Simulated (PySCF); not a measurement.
Match each property card to its molecule.

Structures:
1. `N/C=C/C=C/C=[NH2+]`
2. `C#CCP([SiH3])C(C)(C)C`
3. `Cc1ncc(F)s1`

Card P (geometry GFN2-xTB):
- Rotational constants A, B, C: 5.167, 1.805, 1.349 GHz
- Dipole moment (PBE0/pcSseg-1): 1.52 D
- Point group: Cs
- 13C chemical shifts (computed TMS as zero) by class (GIAO PBE0/pcSseg-1): 177.4 (1 C), 159.1 (1 C), 124.9 (1 C), 23.2 (1 C) ppm
- Isotropic shieldings of nuclei other than C and H, by class (GIAO PBE0/pcSseg-1): -82 (1 N), 323 (1 F), 271 (1 S) ppm
- HOMO energy (PBE0/pcSseg-1): -7.05 eV

Card Q (geometry GFN2-xTB):
- Rotational constants A, B, C: 1.734, 0.810, 0.660 GHz
- Isotropic shieldings of nuclei other than C and H, by class (GIAO PBE0/pcSseg-1): 431 (1 Si), 397 (1 P) ppm
- 13C chemical shifts (computed TMS as zero) by class (GIAO PBE0/pcSseg-1): 84.6 (1 C), 78.2 (1 C), 31.4 (1 C), 30.7 (3 C), 12.0 (1 C) ppm
- HOMO energy (PBE0/pcSseg-1): -6.63 eV

Card R (geometry GFN2-xTB):
* Rotational constants A, B, C: 23.479, 0.809, 0.782 GHz
* 13C chemical shifts (computed TMS as zero) by class (GIAO PBE0/pcSseg-1): 173.5 (1 C), 167.1 (2 C), 114.2 (2 C) ppm
* Isotropic shieldings of nuclei other than C and H, by class (GIAO PBE0/pcSseg-1): 135 (2 N) ppm
* HOMO energy (PBE0/pcSseg-1): -10.29 eV

Each SMILES stands for a single optimised conformer of the isolated species, non-relativistic unless stated. Electronic properties by PySCF. NMR classes are plain means over equivalent atoms (diastereotopic ones count apart unless rotation or inversion swaps them), as if these changed places fast.

Which card belongs to which structure?

P = 3, Q = 2, R = 1. What ties each card to its structure:
- 1 (card R), [C5H9N2]+, monoisotopic mass 97.1 u, 7 heavy atoms: 5 C in 3 classes; a HOMO at -10.29 eV for the only species of charge +1; the least shielded carbon (173.5 ppm) is an alkene CH carbon; an asymmetric top with C = 0.782 GHz.
- 2 (card Q), C7H15PSi, monoisotopic mass 158.1 u, 9 heavy atoms: 7 C in 5 classes; the least shielded carbon (84.6 ppm) is an alkyne carbon; an asymmetric top with C = 0.660 GHz, the lowest such constant on the cards.
- 3 (card P), C4H4FNS, monoisotopic mass 117.0 u, 7 heavy atoms: 4 C in 4 classes; point group Cs; the least shielded carbon (177.4 ppm) is an aromatic C–F carbon; an asymmetric top with C = 1.349 GHz, the highest such constant on the cards; dipole 1.52 D.
